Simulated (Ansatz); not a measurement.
**C2H2O2: vertical ionisation energy**

An exercise on one series of results from a longer session: the logs are not shown, and one member is left open.

Computed with Ansatz 0.2.0, Gaussian basis. Level: unrestricted cation, the program's frozen cores in correlated methods.

The runs, in order: UKS PBE-D4/def2-TZVPP; UKS r2SCAN-D4/def2-TZVPP; UKS PBE0-D4/def2-TZVPP; UKS B3LYP-D4/def2-TZVPP; UKS wB97X-V/def2-TZVPP; UKS wB97M-V/def2-TZVPP; UKS B2PLYP/def2-TZVPP; UHF-CCSD(T)/def2-TZVPP; UHF-MP2/def2-QZVPP; extrapolation to the limit; then −ε(HOMO) from the neutral's earlier runs with LDA (SPW92), PBE-D4, revPBE-D4, BLYP-D4, r2SCAN-D4, B97M-V, PBE0-D4, B3LYP-D4, r2SCANh-D4, r2SCAN0-D4, HSE06-D4, BHLYP-D4, CAM-B3LYP-D4, LC-ωPBE, ωB97X-V, ωB97M-V.

## The geometry

All runs share one geometry, relaxed beforehand with PBE0-D4 in a triple-zeta def2 set.

SMILES `O=C=CO`, 6 atoms, charge 0, spin multiplicity 1.

Atoms are counted from 1 here; the program's logs count them from 0.

Bond lengths: O1–C2 1.159 Å, C2–C3 1.318 Å, C3–O4 1.381 Å, C3–H5 1.084 Å, O4–H6 0.962 Å. Angles: O1–C2–C3 178.8°, C2–C3–O4 120.5°, C2–C3–H5 118.4°, O4–C3–H5 120.8°, C3–O4–H6 108.5°.

The first run:

File in.yaml:

```yaml
crystal:
  periodic: [false, false, false]
  atoms:
    - {symbol: O, position_ang: [0.682104, -1.992465, 0.800239]}
    - {symbol: C, position_ang: [0.449153, -0.969900, 0.307488]}
    - {symbol: C, position_ang: [0.207602, 0.191335, -0.266669]}
    - {symbol: O, position_ang: [-1.088271, 0.646099, -0.411517]}
    - {symbol: H, position_ang: [1.036551, 0.725502, -0.716835]}
    - {symbol: H, position_ang: [-1.245139, 1.335429, 0.241195]}
basis:
  gaussian: {orbitals: def2-TZVPP}
total_charge: 1
magnetization: {spin_polarized: true, initial_magnetization: 1}
hamiltonian: {xc: pbe, dispersion: d4}
```

Launch:

```console
> ansatz run in.yaml --threads 2 --pin off --events-out ev --progress --plain --max-ram 4352MiB
```

Steps of the session up to this table: Cation, UKS PBE-D4/def2-TZVPP; Cation, UKS r2SCAN-D4/def2-TZVPP; Cation, UKS PBE0-D4/def2-TZVPP; Cation, UKS B3LYP-D4/def2-TZVPP; Cation, UKS wB97X-V/def2-TZVPP; Cation, UKS wB97M-V/def2-TZVPP; Cation, UKS B2PLYP (frozen core)/def2-TZVPP; Cation, UHF-CCSD(T)/def2-TZVPP; Cation, UHF-MP2/def2-QZVPP.

One of the session's tables, all rows but one given; the rest of the session is left out.

It belongs to the step «Ionisation energies side by side». Orbital estimates, from the neutral's runs:

| functional | −ε(HOMO) (eV) |
| --- | --- |
| LDA (SPW92) | 5.60 |
| PBE-D4 | 5.41 |
| revPBE-D4 | 5.34 |
| BLYP-D4 | 5.31 |
| r2SCAN-D4 | 5.64 |
| B97M-V | 5.69 |
| PBE0-D4 | 6.70 |
| B3LYP-D4 | 6.50 |
| r2SCANh-D4 | 6.12 |
| r2SCAN0-D4 | ? |
| HSE06-D4 | 6.29 |
| BHLYP-D4 | 7.89 |
| CAM-B3LYP-D4 | 8.08 |
| LC-ωPBE | 9.39 |
| ωB97X-V | 9.02 |
| ωB97M-V | 8.93 |

**Question.** Estimate the row for r2SCAN0-D4.

Worked estimate for «−ε(HOMO) (eV)». Against the share of exact exchange, r2SCAN-D4 (0, 5.64), r2SCANh-D4 (0.1, 6.12) give a slope of 4.80 per unit share; at 0.25 the line stands at 6.84.

The run gave: −ε(HOMO) (eV): 6.85. In «−ε(HOMO) (eV)» the line misses by -0.01.
